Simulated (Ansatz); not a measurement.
**NH (singlet): wave-function methods side by side at distance N1–H2 = 1.428 Å, aug-cc-pVTZ**

An exercise on one series of results from a longer session: the logs are not shown, and one member is left open.

Program: Ansatz 0.2.0, Gaussian basis. Level of theory: aug-cc-pVTZ, core rule «outside noble gas», up to 1 orbitals frozen. These are calculated values, not measurements.

To be run: UHF; CCSD(T) on RHF; CCSD(T) on UHF; BCCD(T) on RHF; CCSDT(Q) on RHF; CASSCF and NEVPT2, 6 electrons in 5 orbitals.

1 further run of the same task is left out (it didn't finish).

## The system

The geometry derives from a PBE0/def2-TZVP stationary point (not a proven minimum). One bond is set to the value named and the two fragments are kept rigid.

2 atoms, charge 0, spin multiplicity 1.

Atoms are counted from 1 here; the program's logs count them from 0.

No contacts short enough for the rule that draws bonds.

The first run:

Contents of in.yaml:

```yaml
crystal:
  periodic: [false, false, false]
  atoms:
    - {symbol: N, position_ang: [0.000000, 0.000000, 0.000000]}
    - {symbol: H, position_ang: [0.000000, 0.000000, 1.428000]}
basis:
  gaussian: {orbitals: aug-cc-pVTZ}
magnetization: {spin_polarized: true, initial_magnetization: 0}
hamiltonian: {xc: hf}
output: {orbitals: {seedname: orbitals}}
```

Command:

```
ansatz run in.yaml --threads 1 --pin off --events-out ev --progress --plain --max-ram 3956MiB --backend cpu
```

Steps of the session up to this table: UHF; CCSD(T) on RHF; CCSD(T) on UHF; BCCD(T) on RHF; CCSDT(Q) on RHF; CASSCF and NEVPT2, 6 electrons in 5 orbitals.

One table of the session follows, with a row left open; its other results are not shown here.

| method | from RCCSDT(Q) (meV) |
| --- | --- |
| RHF | +6153.0 |
| UHF | +4050.8 |
| RMP2 | +1493.3 |
| UMP2 | +25.1 |
| RCCSD | +615.1 |
| UCCSD | -886.2 |
| RCCSD(T) | +318.2 |
| UCCSD(T) | ? |
| BCCD(T) | +319.6 |
| RCCSDT | +59.2 |
| RCCSDT(Q) | 0 |
| CASSCF valence | +4097.9 |
| NEVPT2 valence | +733.0 |

**Question.** Estimate the row for UCCSD(T).

The run gave: from RCCSDT(Q) (meV): -1228.3. In the column «from RCCSDT(Q) (meV)» it is the lowest.

The program flags UCCSD(T), RCCSDT(Q) as in doubt (see the logs), so the zero of the table is itself unsure.

To keep in mind: The determinant is far from a pure spin state, so its energy mixes those of several spin states (harmless only where they are near-degenerate, as at dissociation). The report flags that the cluster equations may have other roots. The program flags UCCSD(T), RCCSDT(Q) as in doubt, so the zero of the table is itself unsure. Warnings: restricted reference is unstable; spin contamination. Restricted and unrestricted rows rest on different reference determinants; where their highest levels disagree by more than a few hundredths of an eV, they describe different states and don't form one ladder.
